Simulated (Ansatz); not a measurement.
Input file:

```yaml
crystal:
  periodic: [false, false, false]
  atoms:
    - {symbol: B, position_ang: [0.000000, 0.000000, -1.716032]}
    - {symbol: N, position_ang: [0.000000, 0.000000, -0.482484]}
    - {symbol: H, position_ang: [0.000000, 0.000000, 2.198516]}
basis:
  gaussian: {orbitals: cc-pVDZ}
magnetization: {spin_polarized: false, initial_magnetization: 1}
correlation: {method: ccsdtq, electrons: outside_noble_gas}
```

```sh
$ ansatz run in.yaml --threads 2 --pin off --events-out ev --progress --plain --max-ram 16896MiB --backend cuda --devices 0, --max-vram 18GiB
```

Log:

```
565 factors; integrals over basis functions are off by at most 2.3e-7 eV
mean field evaluation 1: about -2152.1283 eV, gradient 4.1e1 eV
mean field evaluation 2: about -2152.1309 eV, gradient 4.1e1 eV
mean field evaluation 4: about -2157.5132 eV, gradient 1.2e1 eV
mean field evaluation 8: about -2160.0828 eV, gradient 2.3e0 eV
mean field evaluation 16: about -2160.2836 eV, gradient 2.0e-4 eV
mean field evaluation 32: about -2160.2794 eV, gradient 4.9e-2 eV
mean field evaluation 64: about -2160.2719 eV, gradient 3.0e-1 eV
mean field evaluation 96: about -2158.9197 eV, gradient 8.7e-2 eV
mean field evaluation 128: about -2158.7354 eV, gradient 5.4e0 eV
mean field evaluation 160: about -2157.8801 eV, gradient 3.3e-4 eV
...
cycle  26  -8.46024021 eV  change   -3.3e-5 eV  update   1.8e-5
cycle  27  -8.46020587 eV  change    3.4e-5 eV  update   8.6e-6
cycle  28  -8.46019122 eV  change    1.5e-5 eV  update   4.6e-6
cycle  29  -8.46018137 eV  change    9.9e-6 eV  update   3.8e-6
cycle  30  -8.46018185 eV  change   -4.8e-7 eV  update   2.3e-6
cycle  31  -8.46018113 eV  change    7.2e-7 eV  update   1.8e-6
cycle  32  -8.46018004 eV  change    1.1e-6 eV  update   1.5e-6
cycle  33  -8.46018058 eV  change   -5.3e-7 eV  update   1.2e-6
cycle  34  -8.46017926 eV  change    1.3e-6 eV  update   8.4e-7
cycle  35  -8.46017877 eV  change    4.9e-7 eV  update   5.4e-7
Total energy: -2168.74382592 eV, -79.6998655752 hartree
```

Ran on 2 threads of AMD EPYC 7R13 with a shared H100 80 GB, shared host: 42 s wall, 0.9 GiB peak host memory.
